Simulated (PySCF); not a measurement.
Job file and geometry (Å, from PBE0-D3(BJ)/def2-SVP) of an NMR shielding run on SMILES [H][Al]([H])[Cl], AlClH2, PySCF, GIAO PBE/pcSseg-1 Al:pcSseg-2 NMR shielding, non-relativistic, gas phase; density fitting, a coarse starting grid and PySCF grid level 2 are the driver's defaults:

```
{"job": {"kind": "nmr", "xc": "PBE", "basis": {"default": "pcSseg-1", "Al": "pcSseg-2"}, "pop": false}, "charge": 0, "multiplicity": 1}
Al     0.081731     0.139689    -0.003562
H      1.658703     0.055484     0.012039
H     -0.751478     1.481385    -0.024266
Cl    -0.988955    -1.676568     0.015798
```

Task: What does the program print?

Result: 
```
coarse grid: 4488 points
cycle   1  E = -703.5068008277  dE = -7.397e-02  |g| = 2.963e-01  |ddm| = 1.705e+00
cycle   2  E = -703.4789740742  dE =  2.783e-02  |g| = 4.492e-01  |ddm| = 7.962e-01
cycle   3  E = -703.5318859955  dE = -5.291e-02  |g| = 5.350e-02  |ddm| = 5.096e-01
cycle   4  E = -703.5328523875  dE = -9.664e-04  |g| = 1.237e-02  |ddm| = 8.636e-02
cycle   5  E = -703.5328973020  dE = -4.491e-05  |g| = 1.232e-03  |ddm| = 1.385e-02
cycle   6  E = -703.5328977557  dE = -4.537e-07  |g| = 4.204e-04  |ddm| = 2.160e-03
final grid: 34384 points
cycle   7  E = -703.5430816148  dE = -1.313e-05  |g| = 3.420e-03  |ddm| = 7.565e-03
cycle   8  E = -703.5430810729  dE =  5.419e-07  |g| = 3.060e-03  |ddm| = 5.640e-03
cycle   9  E = -703.5430828237  dE = -1.751e-06  |g| = 6.978e-04  |ddm| = 3.782e-03
cycle  10  E = -703.5430829685  dE = -1.448e-07  |g| = 1.536e-04  |ddm| = 8.864e-04
cycle  11  E = -703.5430829744  dE = -5.925e-09  |g| = 9.873e-06  |ddm| = 1.583e-04
cycle  12  E = -703.5430829744  dE = -1.933e-11  |g| = 4.140e-06  |ddm| = 9.651e-06
converged SCF energy = -703.5430829744

GIAO shielding tensors (ppm)
atom      isotropic    diamagn.    paramagn.     s11        s22        s33       span
  0 Al     311.642     793.851    -482.208    244.124    344.533    346.270    102.146
  1 H       25.858      27.576      -1.718     22.950     23.828     30.797      7.847
  2 H       25.856      27.570      -1.714     22.954     23.823     30.791      7.837
  3 Cl     816.642    1148.477    -331.835    558.605    893.628    997.692    439.087
```

Task: Turn these shieldings into chemical shifts. Shifts are taken against calculated references (same method and geometry level): [Al(H2O)6]3+ for $^{27}$Al (560.82 ppm); $^{1}$H (31.20 ppm) vs TMS; $^{35}$Cl (933.68 ppm) vs HCl.

Result: Averaging equivalent atoms: Al 0: 249.2; H 1/2: 5.34; Cl 3: 117 ppm. 

Size and cost of the density-fitted run: 77 basis functions, 2.2 s wall time on 1 thread of an x86-64 server CPU, shared host.
